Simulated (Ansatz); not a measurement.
BCl₂H, SMILES ClBCl, a composite energy at a relaxed geometry

With Ansatz's Python interface.

Run as a notebook:

```python
import itertools
import warnings

import ansatz as az
from ase.data import atomic_numbers, covalent_radii
import numpy as np

BASIS_SET = "def2-SVP"
FUNCTIONAL = "PBE0"
```

```python
warnings.simplefilter("ignore", az.DeckWarning)
```

```python
geometry_ang = [
    ("Cl", [-1.5842, -0.7426, 0.0142]),
    ("B", [0.0034, 0.1364, -0.0818]),
    ("Cl", [1.4436, -0.6288, 0.7085]),
    ("H", [0.1926, 1.1747, -0.6612]),
]
mol = az.Crystal.molecule()
for symbol, xyz in geometry_ang:
    mol = mol.atom(symbol, xyz)
```

```python
calc = (
    mol.calculation()
    .basis(gaussian=BASIS_SET)
    .functional(FUNCTIONAL)
)
symbols = [site.symbol for site in mol.cartesian_sites]
start = np.array([site.position_ang for site in mol.cartesian_sites], dtype=float)
summary = calc.relax(force_tolerance=0.01, max_steps=100).run(threads=1, backend="cpu").report
end = np.array(summary["positions_ang"])
# pairs closer than 1.2 times the sum of covalent radii, before or after
radius = [covalent_radii[atomic_numbers[s]] for s in symbols]
span = lambda where, i, j: np.linalg.norm(where[i] - where[j])
bonded = [(i, j) for i, j in itertools.combinations(range(len(symbols)), 2) if min(span(start, i, j), span(end, i, j)) < 1.2 * (radius[i] + radius[j])]
print("pair        before    after (A)")
for i, j in bonded:
    print(f"{symbols[i]}{i}-{symbols[j]}{j}".ljust(10), f"{span(start, i, j):8.4f} {span(end, i, j):8.4f}")
```

    pair        before    after (A)
    Cl0-B1       1.8172   1.7392
    B1-Cl2       1.8123   1.7391
    B1-H3        1.2040   1.2000

```python
minimum = az.Crystal.molecule()
for symbol, place in zip(symbols, end):
    minimum = minimum.atom(symbol, place.tolist())
at_minimum = minimum.calculation()
# MP2 extrapolated to the basis limit, plus the small-basis difference CCSD(T) - MP2
level = lambda method, basis: at_minimum.basis(gaussian=basis).correlation(method).run(threads=1, backend="cpu").report
small, large, cluster = level("mp2", "cc-pVDZ"), level("mp2", "cc-pVTZ"), level("ccsd_t", "cc-pVDZ")
corr = lambda each: (each["free_energy_ev"] - each["reference_energy_ev"]) / 27.211386246
mp2_limit = (27 * corr(large) - 8 * corr(small)) / 19
pieces = {"HF / cc-pVTZ": large["reference_energy_ev"] / 27.211386246, "MP2 correlation, DZ-TZ limit": mp2_limit, "CCSD(T) - MP2 / cc-pVDZ": corr(cluster) - corr(small)}
for name, value in pieces.items():
    print(f"{name:32s} {value:14.6f} Ha")
print(f"{'sum':32s} {sum(pieces.values()):14.6f} Ha")
print("T1 diagnostic", round(cluster["correlation"]["coupled_cluster"]["t1_diagnostic"], 4))
```

    HF / cc-pVTZ                        -944.390140 Ha
    MP2 correlation, DZ-TZ limit          -0.527016 Ha
    CCSD(T) - MP2 / cc-pVDZ               -0.041106 Ha
    sum                                 -944.958262 Ha
    T1 diagnostic 0.0127

Notes:
- Total energies depend on the basis set; only differences at equal settings carry meaning.
- The sum leaves out core correlation, relativity, the Hartree-Fock basis error and zero-point energy; a DZ-TZ extrapolation is rough.
- Inner cores stay frozen, so this is valence correlation.
- For Al to Cl the sets with a tight d function, cc-pV(X+d)Z, are usual.
- An extrapolation from small basis sets is rough.
- Wall time of the script: 11 s on 1 thread of Arm Neoverse V1 (shared host), peak memory 0.23 GiB.

(A comment or docstring line of the script was reworded after the run, the code is as it ran.)
